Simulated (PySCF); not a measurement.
Isomers of C5H4, one GFN2-xTB conformer each. Single-point energies are computed at PBE0/pcSseg-1 (PySCF, gas phase, no added dispersion term), electronic only.

```tsv
SMILES	GFN2-xTB relative energy (kcal/mol)
C#CC1C=C1	26.3
C#CC#CC	0.0
C#CC=C=C	9.2
C#CCC#C	9.8
```

Question: What does PBE0/pcSseg-1 give for the same structures?

Answer: 
| SMILES | PBE0/pcSseg-1 E (Eh) | PBE0/pcSseg-1 (kcal/mol) | GFN2-xTB (kcal/mol) | point group |
| --- | --- | --- | --- | --- |
| C#CC#CC | -192.54405 | 0.0 | 0.0 | C3v |
| C#CC=C=C | -192.53445 | 6.0 | 9.2 | Cs |
| C#CCC#C | -192.52100 | 14.5 | 9.8 | C2v |
| C#CC1C=C1 | -192.50336 | 25.5 | 26.3 | Cs |

Both levels put the same isomer lowest; measured from each level's own lowest isomer, the values differ by up to 4.7 kcal/mol (C#CCC#C: 9.8 against 14.5). As drawn, the highest has a three-membered ring and a C=C bond outside aromatic rings, which the lowest lacks.

Question: Which frontier levels, dipoles and rotational constants go with these structures?

Answer: 
| SMILES | HOMO (eV, PBE0/pcSseg-1) | LUMO (eV) | dipole (D) | A, B, C (MHz) |
| --- | --- | --- | --- | --- |
| C#CC#CC | -7.19 | -0.40 | 1.35 | 159260, 2066, 2066 |
| C#CC=C=C | -7.07 | -0.73 | 0.77 | 25709, 2676, 2464 |
| C#CCC#C | -7.83 | 0.68 | 0.51 | 17704, 3028, 2629 |
| C#CC1C=C1 | -7.24 | -0.29 | 1.19 | 19786, 3491, 3382 |
